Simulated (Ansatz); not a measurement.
Bulk modulus (GPa) of 25 transition metals, computed with PBEsol (Ansatz, an electronic-structure program, plane waves, PAW) and with r²SCAN (plane waves, PAW; Ansatz). The set holds measured phases with no doubt noted on the run or the magnetic state but for the caveats below. Solids without a value at one level (not run, failed, or a magnetic order lost), or held back for tests, aren't counted.

All rows, in order of the shift (worked out from unrounded values):

| solid | PBEsol | r²SCAN | shift (%) |
|---|---|---|---|
| bcc Fe | 224 | 170 | -24 |
| double-hcp La | 26.7 | 22.9 | -14.2 |
| fcc Ag | 119 | 104 | -12.9 |
| fcc Au | 174 | 154 | -11.8 |
| fcc Pd | 204 | 185 | -9.5 |
| hcp Co | 242 | 224 | -7.4 |
| fcc Pt | 287 | 271 | -5.5 |
| fcc Ni | 229 | 218 | -4.7 |
| fcc Rh | 295 | 282 | -4.6 |
| bcc Nb | 181 | 173 | -4.5 |
| hcp Y | 42.3 | 40.6 | -4.2 |
| hcp Sc | 57.2 | 54.9 | -4.0 |
| bcc Ta | 208 | 201 | -3.4 |
| fcc Cu | 168 | 162 | -3.3 |
| hcp Zr | 98.3 | 95.2 | -3.1 |
| bcc Mo | 280 | 271 | -3.1 |
| hcp Hf | 113 | 110 | -2.7 |
| hcp Ru | 346 | 337 | -2.6 |
| fcc Ir | 386 | 377 | -2.5 |
| hcp Tc | 327 | 320 | -2.2 |
| hcp Ti | 119 | 117 | -1.8 |
| bcc V | 197 | 194 | -1.5 |
| hcp Os | 431 | 427 | -1.0 |
| hcp Re | 391 | 388 | -0.7 |
| bcc W | 322 | 320 | -0.7 |

The shift from PBEsol to r²SCAN has a median of -3.4 %, and eight in ten lie between -12.5 % and -1.2 %; r²SCAN is the larger in 0 of 25. Each level is at its own cell, so the shift holds the change of volume too.

Ansatz's runs of these crystals have no spin polarisation, but for bcc Fe, hcp Co, fcc Ni. A magnetic state wasn't tried for fcc Pd, hcp Sc, bcc V, fcc Pt, hcp Ti, hcp Y, fcc Rh with meta-GGA or hybrid levels, which favour moments.

Density-functional runs with spin start from parallel moments for bcc Fe, parallel moments for hcp Co, parallel moments for fcc Ni.

Spin–orbit coupling is left out, also for the solids with elements from indium on (bcc Ta, fcc Pt, hcp Os, double-hcp La, bcc W, fcc Ir, hcp Re, hcp Hf, fcc Au); its size isn't shown.

Each level is taken at its own relaxed cell. Ansatz's density-functional and Hartree–Fock values are scalar-relativistic unless marked +SOC, with PAW data made under PBE.
